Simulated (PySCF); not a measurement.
Silicon: a sound run and one with changed settings

Sound run: Si [Ne] 3s2 3p2, Si⁺ [Ne] 3s2 3p1. All numbers are calculated (PySCF 2.14, the spin-free X2C one-electron Hamiltonian (Gaussian nucleus), in x2c-SVPall). In the sound run the correlated levels freeze [Ne]. The sound run starts from symmetry-adapted Hartree-Fock orbitals and uses a fine grid where one is needed.

A second run was set up differently.

```csv
species,method,sound run (hartree),changed run (hartree),converged
Si,MP2,-289.39163,-289.35217,yes
Si,CCSD(T),-289.41052,-289.35391,yes
```

Ionisation energy of Si:

```
 method  sound run (eV)  changed run (eV)
    UHF           7.633             7.633
    MP2           7.859             7.744
SCS-MP2           7.792             7.670
   CCSD           7.865             7.791
CCSD(T)           7.874             7.791
  CCSDT             n/a             7.791
    FCI             n/a             7.791
```

(1) What was changed?
A. minimal basis
B. too few SCF iterations
C. level shift left on
D. a valence shell is frozen

## Answers

(1) D. Freezing a valence shell removes pair correlation that changes on ionisation.
